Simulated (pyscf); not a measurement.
PySCF, gas phase, ωB97X-D3(BJ)/def2-SVP geometries.

**Question.** Estimate by transition-state theory the rate constant of Cl–Ga(Cl)–SeH (SMILES [Cl][Ga]([Cl])[SeH]) + H• (SMILES [H]) → H₂Se (SMILES [SeH2]) + [Cl–Ga–Cl]• (SMILES [Cl][Ga][Cl]) (doublet surface; Ga–Se broken, H–Se formed) at 600 K, with ωB97M-D3(BJ)/def2-TZVP energies (ideal gas, 1 atm, RRHO with modes under 100 cm⁻¹ raised to 100, one conformer, R ln 2 for chiral ones without a mode under 150 cm⁻¹; no tunnelling).

**Answer.** The electronic barrier is 3.4 kcal/mol and the thermal terms add +13.7, so ΔG‡ = 17.0 kcal/mol. With k_BT/h = 1.25e+13 s⁻¹ and RT = 1.192 kcal/mol, and a volume of 8.18e-20 cm³ per molecule at 1 atm, k = 6.5e-13 cm³ molecule⁻¹ s⁻¹. Wigner's tunnelling factor for 506i cm⁻¹ would be 1.06. A shift of 1 kcal/mol in the barrier changes k by a factor 2.3. On the product side the descent ends in an adduct with a Ga–Se contact (not fully relaxed), 13.6 kcal/mol under the separated species and 19.8 kcal/mol under the saddle at ωB97X-D3(BJ)/def2-TZVP. What is counted as broken (Ga–Se) persists as a longer contact in the product adduct; parting that adduct is a step of its own. This is the saddle that the search found; another between the same sides may lie lower. The angle at the attacked Se is 145°. Elements up to Kr have no core potential and no relativistic terms here.
